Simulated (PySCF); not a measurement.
**UMP2/STO-6G run of AlF2 (SMILES [F][Al][F])**

Aim: the vertical doublet–quartet gap of AlF2 at UMP2/STO-6G, from 2 runs. The job is set up through a Python script.

The calculation is run with PySCF 2.14.0.

16 further runs of the same task are left out: 2 that didn't finish, 14 set aside as unsound or not needed.

## (1) The molecule

AlF2 has 3 atoms, charge 0, and is taken as a doublet. SMILES: `[F][Al][F]`. The shape is that of a PBE0-D4/def2-TZVP optimisation.

Bond lengths: F1–Al2 1.647 Å, Al2–F3 1.647 Å. Angles: F1–Al2–F3 119.7°.

## (2) The energy at UMP2/STO-6G

mol.xyz

```xyz
3

F      0.533000    -1.361200     0.136400
Al     0.388700     0.275400     0.245200
F     -0.932500     1.021000    -0.394800
```

run.py

```python
from pyscf import gto, scf, mp

mol = gto.Mole()
mol.atom = 'mol.xyz'
mol.spin = 1
mol.verbose = 4
mol.max_memory = 1860
mol.basis = 'sto-6g'
mol.build()

hf = scf.UHF(mol)
hf.conv_tol = 1e-10
hf.kernel()
if not hf.converged:
    hf = hf.newton().run(hf.mo_coeff, hf.mo_occ)

pt = mp.MP2(hf, frozen=7).run()
etot = pt.e_tot
print('Final energy', etot)
```

Command:

```bash
$ OMP_NUM_THREADS=1 python run.py
```

What it wrote:

```text
PySCF version 2.14.0

[INPUT] num. atoms = 3
[INPUT] num. electrons = 31
[INPUT] charge = 0
[INPUT] spin (= nelec alpha-beta = 2S) = 1
[INPUT] symmetry False subgroup None
[INPUT] Mole.unit = angstrom
[INPUT] Symbol           X                Y                Z      unit          X                Y                Z       unit  Magmom
[INPUT]  1 F      0.533000000000  -1.361200000000   0.136400000000 AA    1.007224024393  -2.572295200758   0.257758643391 Bohr   0.0
[INPUT]  2 Al     0.388700000000   0.275400000000   0.245200000000 AA    0.734536544618   0.520430574705   0.463360845743 Bohr   0.0
[INPUT]  3 F     -0.932500000000   1.021000000000  -0.394800000000 AA   -1.762169611157   1.929410373181  -0.746063873978 Bohr   0.0

nuclear repulsion = 90.2607529446251
number of shells = 11
number of NR pGTOs = 114
number of NR cGTOs = 19
basis = sto-6g
ecp = {}

******** <class 'pyscf.scf.uhf.UHF'> ********
method = UHF
initial guess = minao
damping factor = 0
level_shift factor = 0
DIIS = <class 'pyscf.scf.diis.CDIIS'>
diis_start_cycle = 1
diis_space = 8
diis_damp = 0
SCF conv_tol = 1e-10
SCF conv_tol_grad = None
SCF max_cycles = 50
direct_scf = True
direct_scf_tol = 1e-13
number electrons alpha = 16  beta = 15
Set gradient conv threshold to 1e-05
init E= -438.560097067746
[... the frontier-level lines of each cycle are left out ...]

cycle= 1 E= -438.793418586602  delta_E= -0.233  |g|= 0.323  |ddm|= 1.58
cycle= 2 E= -438.909607363859  delta_E= -0.116  |g|= 0.0838  |ddm|= 0.768
cycle= 3 E= -438.916630432053  delta_E= -0.00702  |g|= 0.0268  |ddm|= 0.145
cycle= 4 E= -438.918115826055  delta_E= -0.00149  |g|= 0.00414  |ddm|= 0.114
cycle= 5 E= -438.918153110929  delta_E= -3.73e-05  |g|= 0.00135  |ddm|= 0.0161
cycle= 6 E= -438.918157189599  delta_E= -4.08e-06  |g|= 0.00044  |ddm|= 0.00477
cycle= 7 E= -438.918157752014  delta_E= -5.62e-07  |g|= 0.000153  |ddm|= 0.00207
cycle= 8 E= -438.918157826977  delta_E= -7.5e-08  |g|= 4.53e-05  |ddm|= 0.000753
cycle= 9 E= -438.918157833354  delta_E= -6.38e-09  |g|= 9.59e-06  |ddm|= 0.000259
cycle= 10 E= -438.918157833574  delta_E= -2.2e-10  |g|= 2.58e-06  |ddm|= 3.72e-05
cycle= 11 E= -438.918157833591  delta_E= -1.64e-11  |g|= 6.7e-07  |ddm|= 1.05e-05
Extra cycle  E= -438.918157833592  delta_E= -9.09e-13  |g|= 3.55e-07  |ddm|= 1.45e-06
converged SCF energy = -438.918157833592  <S^2> = 0.75781322  2S+1 = 2.007798

******** <class 'pyscf.mp.ump2.UMP2'> ********
nocc = (np.int64(9), np.int64(8)), nmo = (12, 12)
frozen orbitals 7
E(UMP2) = -438.966546958308  E_corr = -0.0483891247167773
E(SCS-UMP2) = -438.966830179423  E_corr = -0.048672345831302
E_corr(same-spin) = -0.0108399274948047
E_corr(oppo-spin) = -0.0375491972219726
Final energy -438.9665469583084
```

It took 0.99 s on 1 thread of Arm Neoverse V1, shared host; peak memory 0.12 GiB.

## (3) The quartet, same level

input.py

```python
from pyscf import gto, mp

system = gto.Mole()
system.atom = [
    ('F', (0.533000, -1.361200, 0.136400)),
    ('Al', (0.388700, 0.275400, 0.245200)),
    ('F', (-0.932500, 1.021000, -0.394800)),
]
system.charge = 0
system.max_memory = 1860
system.verbose = 4
system.spin = 3
system.basis = 'sto-6g'
system.build()

mf = system.UHF()
mf.conv_tol = 1e-10
mf.kernel()
if not mf.converged:
    mf = mf.newton().run(mf.mo_coeff, mf.mo_occ)

pt = mp.MP2(mf, frozen=7).run()
energy = pt.e_tot
print(f'total energy: {energy:.8f} hartree')
```

Command:

```bash
$ OMP_NUM_THREADS=1 python input.py
```

What it wrote:

```text
PySCF version 2.14.0

[INPUT] num. atoms = 3
[INPUT] num. electrons = 31
[INPUT] charge = 0
[INPUT] spin (= nelec alpha-beta = 2S) = 3
[INPUT] symmetry False subgroup None
[INPUT] Mole.unit = angstrom
[INPUT] Symbol           X                Y                Z      unit          X                Y                Z       unit  Magmom
[INPUT]  1 F      0.533000000000  -1.361200000000   0.136400000000 AA    1.007224024393  -2.572295200758   0.257758643391 Bohr   0.0
[INPUT]  2 Al     0.388700000000   0.275400000000   0.245200000000 AA    0.734536544618   0.520430574705   0.463360845743 Bohr   0.0
[INPUT]  3 F     -0.932500000000   1.021000000000  -0.394800000000 AA   -1.762169611157   1.929410373181  -0.746063873978 Bohr   0.0

nuclear repulsion = 90.2607529446251
number of shells = 11
number of NR pGTOs = 114
number of NR cGTOs = 19
basis = sto-6g
ecp = {}

******** <class 'pyscf.scf.uhf.UHF'> ********
method = UHF
initial guess = minao
damping factor = 0
level_shift factor = 0
DIIS = <class 'pyscf.scf.diis.CDIIS'>
diis_start_cycle = 1
diis_space = 8
diis_damp = 0
SCF conv_tol = 1e-10
SCF conv_tol_grad = None
SCF max_cycles = 50
direct_scf = True
direct_scf_tol = 1e-13
number electrons alpha = 17  beta = 14
Set gradient conv threshold to 1e-05
init E= -438.560097067746
[... the frontier-level lines of each cycle are left out ...]


cycle= 1 E= -438.567753913953  delta_E= -0.00766  |g|= 0.138  |ddm|=  2.1
cycle= 2 E= -438.593866113306  delta_E= -0.0261  |g|= 0.0506  |ddm|= 0.298
cycle= 3 E= -438.599527982882  delta_E= -0.00566  |g|= 0.023  |ddm|= 0.166
cycle= 4 E= -438.601637090915  delta_E= -0.00211  |g|= 0.0165  |ddm|= 0.0996
cycle= 5 E= -438.603240051748  delta_E= -0.0016  |g|= 0.0147  |ddm|= 0.0801
cycle= 6 E= -438.606106659479  delta_E= -0.00287  |g|= 0.0112  |ddm|= 0.171
cycle= 7 E= -438.608143965707  delta_E= -0.00204  |g|= 0.00535  |ddm|= 0.195
cycle= 8 E= -438.60859444521  delta_E= -0.00045  |g|= 0.00402  |ddm|= 0.126
cycle= 9 E= -438.608468255115  delta_E= 0.000126  |g|= 0.00596  |ddm|= 0.0657
cycle= 10 E= -438.608648697788  delta_E= -0.00018  |g|= 0.00052  |ddm|= 0.07
cycle= 11 E= -438.608650512815  delta_E= -1.82e-06  |g|= 0.000523  |ddm|= 0.00673
cycle= 12 E= -438.608651357807  delta_E= -8.45e-07  |g|= 0.00039  |ddm|= 0.00266
cycle= 13 E= -438.608650013919  delta_E= 1.34e-06  |g|= 0.000165  |ddm|= 0.00475
cycle= 14 E= -438.608649791897  delta_E= 2.22e-07  |g|= 5.82e-05  |ddm|= 0.00298
cycle= 15 E= -438.608649799771  delta_E= -7.87e-09  |g|= 2.05e-05  |ddm|= 0.000361
cycle= 16 E= -438.608649800576  delta_E= -8.05e-10  |g|= 1.58e-05  |ddm|= 0.000138
cycle= 17 E= -438.608649802522  delta_E= -1.95e-09  |g|= 8.41e-06  |ddm|= 0.000238
cycle= 18 E= -438.608649803314  delta_E= -7.92e-10  |g|= 3.28e-06  |ddm|= 0.000115
cycle= 19 E= -438.608649803476  delta_E= -1.62e-10  |g|= 5.55e-07  |ddm|= 7.76e-05
cycle= 20 E= -438.608649803479  delta_E= -2.96e-12  |g|= 1.98e-07  |ddm|= 8.24e-06
Extra cycle  E= -438.608649803479  delta_E= 2.27e-13  |g|= 1.55e-07  |ddm|= 4.73e-07
converged SCF energy = -438.608649803479  <S^2> = 3.803246  2S+1 = 4.026535

******** <class 'pyscf.mp.ump2.UMP2'> ********
nocc = (np.int64(10), np.int64(7)), nmo = (12, 12)
frozen orbitals 7
E(UMP2) = -438.644975180998  E_corr = -0.0363253775186475
E(SCS-UMP2) = -438.643030167471  E_corr = -0.034380363991952
E_corr(same-spin) = -0.0106270258043366
E_corr(oppo-spin) = -0.0256983517143109
total energy: -438.64497518 hartree
```

It took 1 s on 1 thread of Arm Neoverse V1, shared host; peak memory 0.12 GiB.

## (4) Summary of results

At UMP2/STO-6G, 7 core orbitals frozen:

```
                                                           quantity          value
                                              doublet: total energy  -438.96655 Eh
                      doublet: dipole moment (Hartree–Fock density)         2.20 D
doublet: HOMO energy (Hartree–Fock orbitals) (highest over α and β)       -5.12 eV
 doublet: LUMO energy (Hartree–Fock orbitals) (lowest over α and β)        7.32 eV
               doublet: correlation energy (7 core orbitals frozen)      -48.4 mEh
                         doublet: ⟨S²⟩ of the reference determinant          0.758
                                              quartet: total energy  -438.64498 Eh
                      quartet: dipole moment (Hartree–Fock density)         0.28 D
quartet: HOMO energy (Hartree–Fock orbitals) (highest over α and β)        0.30 eV
 quartet: LUMO energy (Hartree–Fock orbitals) (lowest over α and β)        2.20 eV
               quartet: correlation energy (7 core orbitals frozen)      -36.3 mEh
                         quartet: ⟨S²⟩ of the reference determinant          3.803
                   vertical energy of the quartet above the doublet       8.750 eV
```

What this shows: At this shape the quartet lies 8.75 eV (844 kJ/mol) above the doublet. In a minimal basis such a difference can be off by several eV, whatever the method. Mulliken charges (doublet) of the mean-field density run from -0.41 on F1 to +0.82 on Al2.
